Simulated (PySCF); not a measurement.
# Choosing a basis for TDDFT

Species: thioformamide, CH₃NS.
Z-matrix (Å and degrees, PBE0-D3(BJ)/def2-SVP geometry), rows numbered from 1:
```
N 
C   1  1.3386
S   2  1.6352  1  125.97
H   1  1.0139  2  118.93  3     0.81
H   1  1.0116  2  121.85  3   178.68
H   2  1.1033  1  112.54  3   179.97
```

TDDFT with PBE0 (PySCF), vertical singlets, core orbitals frozen in the response, spherical d and f functions. Isolated species at its PBE0-D3(BJ)/def2-SVP geometry, gas phase.

```
      basis  functions  diffuse  S1 (eV)  S2 (eV)  S3 (eV)  S4 (eV)  S5 (eV)  LUMO (eV)  α (au)
     6-31G*         52       no     3.56     5.65     7.18     7.26     7.59      -0.73    33.5
   def2-SVP         61       no     3.49     5.61     6.71     6.74     7.12      -0.66    33.0
    6-31+G*         64      yes     3.47     5.06     5.70     5.71     6.15      -1.07    41.0
  def2-SVPD         91      yes     3.41     5.27     5.95     6.21     6.43      -1.16    46.8
aug-cc-pVDZ        100      yes     3.43     4.89     5.51     5.52     5.68      -1.12    47.1
  def2-TZVP        117       no     3.43     5.32     6.26     6.32     6.79      -0.99    40.6
 def2-TZVPD        147      yes     3.39     5.07     5.66     5.80     6.03      -1.14    48.0
aug-cc-pVTZ        211      yes     3.41     4.88     5.49     5.51     5.66      -1.14    48.1
```

**Question.** How much do these states and the polarisability depend on the basis?

**Answer.** States are compared by their number. Against the largest diffuse basis here (aug-cc-pVTZ, itself not a converged limit), sets without diffuse functions differ by up to 0.15 eV in S1 and 1.93 eV in S5; the smaller diffuse sets differ by up to 0.07 and 0.77 eV. State by state, the largest deviation of a set without diffuse functions is S1 0.15, S2 0.77, S3 1.69, S4 1.75, S5 1.93 eV. The same number needn't mean the same state in each row. Against aug-cc-pVTZ the polarisability deviates by -30% in 6-31G*, -31% in def2-SVP, -15% in 6-31+G*, -3% in def2-SVPD, -2% in aug-cc-pVDZ, -16% in def2-TZVP, 0% in def2-TZVPD. A single + in a Pople set puts diffuse functions on heavy atoms only.
